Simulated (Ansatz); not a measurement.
## A ladder of methods for BN (boron nitride)

BN has 2 atoms, charge 0, and is taken as a triplet. SMILES: `B#N`. The coordinates come from a PBE0-D4/def2-TZVP relaxation.

```
atom   x (Å)   y (Å)    z (Å)
   B  0.0000  0.0000  -0.0235
   N  0.0000  0.0000   1.2919
```

Each level gives the energy change with the B1–N2 bond stretched from 1.315 to 3.289 Å (eV). The values are calculated.

```
          level                   kind  program  value (eV)
      UHF/6-31G           Hartree–Fock   Ansatz        1.37
   UBHLYP/6-31G          global hybrid   Ansatz        3.40
     UMP2/6-31G    perturbation theory   Ansatz        3.32
 UBCCD(T)/6-31G  coupled cluster or CI   Ansatz        3.21
 UCCSD(T)/6-31G  coupled cluster or CI   Ansatz        3.21
UCCSDT(Q)/6-31G  coupled cluster or CI   Ansatz           ?
   UCCSDT/6-31G  coupled cluster or CI   Ansatz           ?
      FCI/3-21G     exact in the basis   Ansatz        3.23
      FCI/6-31G     exact in the basis   Ansatz        3.23
```

Question: Estimate the missing values from the other rows.

Answer: As computed at these levels: UCCSDT(Q)/6-31G: 3.24 eV; UCCSDT/6-31G: 3.22 eV. The first shape isn't each level's own minimum. The values span 1.37 to 3.40 eV. Spin contamination of the reference (⟨S²⟩ at least 0.1 too high) touches UHF/6-31G, UBHLYP/6-31G, UMP2/6-31G, UBCCD(T)/6-31G, UCCSD(T)/6-31G, UCCSDT(Q)/6-31G, UCCSDT/6-31G. All rows use very small basis sets, so even the best lies far from the true value.
